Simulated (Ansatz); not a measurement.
# How close CCSD(T) comes to the exact answer in a basis

Each species is computed at the geometry given (Å), with frozen cores, in Ansatz 0.2.0: RHF-CCSD(T) for singlets, UHF-CCSD(T) otherwise, and full CI in the same basis. The program picks the determinant by trial CCSD, so it needn't be the lowest Hartree–Fock solution. States: BH3⁺ B2, HAl–AlH Σg⁻ or Δg, SiH4 Ag. Cases whose determinant has another symmetry than full CI's state, or whose (Q) step broke down, weren't drawn.

**Question.** Judging by size, spin and bonding and the diagnostics given, rank them by the size of CCSD(T)'s error in total energy against full CI in the same basis, smallest first (an estimate).
A. SiH₄, triplet, 6-31G: Si 0.000 0.000 0.000; H -0.020 1.873 1.860; H -0.028 -1.860 1.873; H 0.028 1.860 -1.873; H 0.020 -1.873 -1.860. T1 0.080, (T) -44 meV in a correlation energy of -1.68 eV
B. HAl–AlH, triplet, 6-31G: Al 0.000 0.000 1.014; Al 0.000 0.000 -1.014; H 0.000 0.000 2.403; H 0.000 0.000 -2.403. T1 0.011, (T) -36 meV in a correlation energy of -1.98 eV
C. BH$_{3}$⁺, doublet, aug-cc-pVDZ: B 0.000 0.000 0.087; H 0.000 0.918 -1.262; H 0.000 0.000 1.589; H 0.000 -0.918 -1.262. T1 0.031, (T) -63 meV in a correlation energy of -2.79 eV

**Answer.** B (19.0 meV), C (28.8 meV), A (67.2 meV).

```csv
species,basis,correlated electrons,CCSD(T) − full CI (meV),CCSDT(Q) − full CI (meV),unpaired electrons (full CI),T1,⟨S²⟩ of the determinant
"HAl–AlH, triplet",6-31G,8,19.0,0.9,2.03,0.011,2.02
"BH3⁺, doublet",aug-cc-pVDZ,5,28.8,0.4,1.06,0.031,0.81
"SiH4, triplet",6-31G,8,67.2,19.1,2.89,0.080,3.30
```

Unpaired electrons are Σ n²(2−n)² over natural occupations; an open shell counts its own unpaired electrons too. Frozen cores follow each run's orbitals, which moves totals by a few meV. No single determinant describes SiH4, triplet well, by full CI's occupations.
